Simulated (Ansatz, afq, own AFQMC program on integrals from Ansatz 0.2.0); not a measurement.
PN, singlet in 6-31G, levels against full CI

```xyz
2

N     0.0000    0.0000    0.0000
P     0.0000    0.0000    1.4794
```

Basis 6-31G. Noble-gas cores (and the filled d shells of Ga–Kr and In–Xe) are frozen. AFQMC by an in-house program on the Cholesky factors that Ansatz 0.2.0 writes for its CCSD(T) run. ph-AFQMC/CISD is guided by a CISD state made of CCSD amplitudes; releasing the constraint for a short imaginary time cuts its bias at the price of noise, slowly where states lie close. ± is one standard error of the sampling.

Determinant: RHF, the one that the program's search chose, which needn't be the lowest solution. The geometry is a PBE0/def2-TZVP stationary point of this or a neighbouring charge and spin state.

Full CI on the same integrals is exact in this basis and with this determinant's frozen core.

Cautions: restricted determinant unstable towards unrestricted (UHF 387 meV lower, ⟨S²⟩ 0.77); CCSD(T) is in doubt: in a space of 8 electrons in 8 natural orbitals full CI lies 85 meV below it; the released energies are still falling, so no released level is given (meV from the phaseless value at times in 1/Eh: -16 ± 20 at 0.24, -25 ± 14 at 0.51, -27 ± 11 at 0.99, -36 ± 13 at 1.62, -45 ± 10 at 2.40), though the last usable value meets full CI within the noise; the ph-AFQMC/CISD walk drifts between its halves (2.5 errors).

```
T1 diagnostic                               : 0.0150
weight of the determinant in the CISD state : 0.884
size of the correlated space                : 10 electrons in 16 orbitals
```

Reference: full CI, correlation energy -5.739 eV.

```json
{"level": "HF", "E − E(reference) (mEh)": "210.92", "share of correlation (%)": "0.00"}
{"level": "MP2", "E − E(reference) (mEh)": "-5.14", "share of correlation (%)": "102.44"}
{"level": "CCSD", "E − E(reference) (mEh)": "10.44", "share of correlation (%)": "95.05"}
{"level": "CCSD(T)", "E − E(reference) (mEh)": "2.39", "share of correlation (%)": "98.87"}
{"level": "CCSDT", "E − E(reference) (mEh)": "2.56", "share of correlation (%)": "98.78"}
{"level": "CCSDT(Q)", "E − E(reference) (mEh)": "-0.19", "share of correlation (%)": "100.09"}
{"level": "CCSDTQ", "E − E(reference) (mEh)": "0.36", "share of correlation (%)": "99.83"}
{"level": "ph-AFQMC/HF", "E − E(reference) (mEh)": "1.13 ± 2.31", "share of correlation (%)": "99.46"}
{"level": "ph-AFQMC/CISD", "E − E(reference) (mEh)": "1.38 ± 0.64", "share of correlation (%)": "99.35"}
```

CCSDT and higher add their correlation energy to the determinant of the CCSD(T) run, since their own runs factorise the integrals more tightly (a shift of under 2 meV). A walk keeps the symmetry of its determinant, which the program's search chose and which needn't be the lowest solution, so a lower state of the same spin and another symmetry isn't excluded.
